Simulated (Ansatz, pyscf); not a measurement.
:C=CH₂ (SMILES [C]=C) [singlet] + HF (SMILES F) -> HC≡CH (SMILES C#C) + HF (SMILES F), a concerted two-bond exchange on the singlet surface: C–H, F–H broken, C–H, F–H formed. Structures and frequencies: ωB97X-D3(BJ)/def2-SVP in PySCF. Wave-function energies: Ansatz (a program for electronic structure), frozen core, RHF or UHF references. In kcal/mol, from the separated reactants.

Cost: rough CPU time of the saddle's run relative to CCSD(T)/cc-pV(D+d)Z, from one job on a shared machine, with the HF step and its search for lower states.

```csv
level,barrier,reaction energy,cost
ωB97M-D3(BJ)/def2-TZVP,18.41,-41.42,–
PBE/def2-TZVP,4.88,-45.07,–
CCSD(T)/cc-pV(D+d)Z,19.91,-41.27,1
CCSDT(Q)/cc-pV(D+d)Z,?,?,97
CCSD(T)/cc-pV(T+d)Z,19.71,-44.28,9
CCSD(T)/cc-pV(Q+d)Z,?,-44.82,–
```

Task: Complete the blanks.

Result: 
- CCSDT(Q)/cc-pV(D+d)Z, barrier: 19.64
- CCSDT(Q)/cc-pV(D+d)Z, reaction energy: -41.17
- CCSD(T)/cc-pV(Q+d)Z, barrier: 19.68

In cc-pV(D+d)Z, going from CCSD(T) to CCSDT(Q) shifts the barrier by -0.27 and the reaction energy by +0.10 kcal/mol. With HF in the quadruple-zeta basis and the correlation energy extrapolated as X⁻³ from X = 3, 4, CCSD(T) gives 19.18 and -45.17; adding the double-zeta shift gives ΔE‡ = 18.91 and ΔE = -45.07 kcal/mol, without core correlation, relativity or geometry relaxation at these levels. On the reactant side the descent ends in a complex, 5.77 kcal/mol under the separated species and 25.07 kcal/mol under the saddle at ωB97X-D3(BJ)/def2-TZVP. On the product side the descent ends in a complex, 5.31 kcal/mol under the separated species and 66.26 kcal/mol under the saddle at ωB97X-D3(BJ)/def2-TZVP. One saddle was located; it need not be the lowest between these sides.
